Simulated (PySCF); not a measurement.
Core-level binding energies of `[C]=C=C`

Compound: C3H2 (singlet state).
Atom-mapped SMILES: `[C:1]=[C:2]=[CH2:3]`

Cartesian coordinates in Å at the PBE0-D3(BJ)/def2-SVP level; atoms count from 1:
```xyz
5
C3H2 angstrom
C      1.8826   -0.1955   -0.8358
C      0.7066   -0.0773   -0.3162
C     -0.5026    0.0446    0.2171
H     -1.0478    0.9978    0.1950
H     -1.0054   -0.8034    0.7017
```

Theory: PySCF 2.14.0, delta-SCF UKS SCAN, pcX-2 on the ionised atom, pcseg-1 elsewhere, spin-free X2C. These are vertical core ionisation energies against the vacuum level, from separate self-consistent calculations with and without the core hole.

Problem. Give the core binding energies atom by atom.

Solution. 
```json
{"atom(s)": "C2", "environment": "central carbon of cumulated double bonds", "level": "C 1s", "binding energy (eV)": "291.15", "above the level's lowest (eV)": "0.00", "count": "1"}
{"atom(s)": "C3", "environment": "outer carbon of cumulated double bonds", "level": "C 1s", "binding energy (eV)": "292.95", "above the level's lowest (eV)": "+1.80", "count": "1"}
```

Lowest listed C 1s: C2, bonded to 2 C (double bond). Highest, 1.80 eV above it: C3, bonded to C (double bond) and 2 H.

Problem. Which photon energy gives electrons from C 1s of C2 a kinetic energy of 200 eV, and what is their de Broglie wavelength?

Solution. hν = 291.15 + 200 = 491.15 eV, recoil neglected; λ = 12.264 Å/√(E/eV) = 0.87 Å.

The list is incomplete; no value stands for C 1s of C1 (hole states with ⟨S²⟩ of 1 or more are left out). The unrestricted hole states depart most from a pure doublet (⟨S²⟩ = 0.75; over 0.85 named) for C 1s of C3 (0.98), which makes this value less certain. Isolated species at its PBE0-D3(BJ)/def2-SVP geometry, gas phase.

The run took 6.8 s on an Arm Neoverse V1 with one thread, shared host, and the process peaked at 0.38 GiB of memory.
